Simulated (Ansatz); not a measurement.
## [Br···H···O], triplet: the ladder up to UCCSDT(Q)

Geometry: a point of a hydrogen-transfer path between rigid fragments, not a stationary point.

```yaml
atoms:
  - { symbol: Br, position_ang: [0.0000, 0.0000, -1.5087] }
  - { symbol: H, position_ang: [0.0000, 0.0000, 0.2593] }
  - { symbol: O, position_ang: [0.0000, 0.0000, 1.2493] }
```

Basis cc-pVTZ; Ansatz 0.2.0. Correlated methods freeze the noble-gas cores and the filled d shells of p-block atoms, which leaves 14 electrons in 72 orbitals. R marks a restricted (for open shells ROHF) determinant, U an unrestricted one. Active spaces: valence = (14e, 9o) chosen from the atoms' valence shells. No spin–orbit coupling is included, and no scalar relativity.

Full CI isn't at hand for all of this; UCCSDT(Q) serves as the reference, and is uncertain by about the last step of the cluster series. The frozen core follows each run's orbitals, which can shift R against U totals by a few meV for light atoms and by up to 0.1 eV past Ca.

* UHF ⟨S²⟩: 2.028
* T1 diagnostic (RCCSD): 0.0208
* largest doubles amplitude (RCCSD): 0.039
* T1 diagnostic (UCCSD): 0.0130

From what is known of these methods and the diagnostics, rank them by the size of their error in total energy against UCCSDT(Q) in cc-pVTZ, smallest first (an estimate: the text doesn't fix the numbers).
A. UHF
B. UCCSD(T)
C. UMP2
D. UCCSDT
E. UCCSD

D (1.2 kJ/mol), B (3.9 kJ/mol), E (34.3 kJ/mol), C (119.8 kJ/mol), A (1025.1 kJ/mol).

All errors are against UCCSDT(Q) in cc-pVTZ. Within each family the higher level lies nearer, as is usual though not guaranteed.

Natural occupations of CASSCF (valence space) about the gap: 1.999 1.998 1.972 1.003 1.001 0.028; effectively unpaired electrons, Σ n²(2−n)², 2.01.
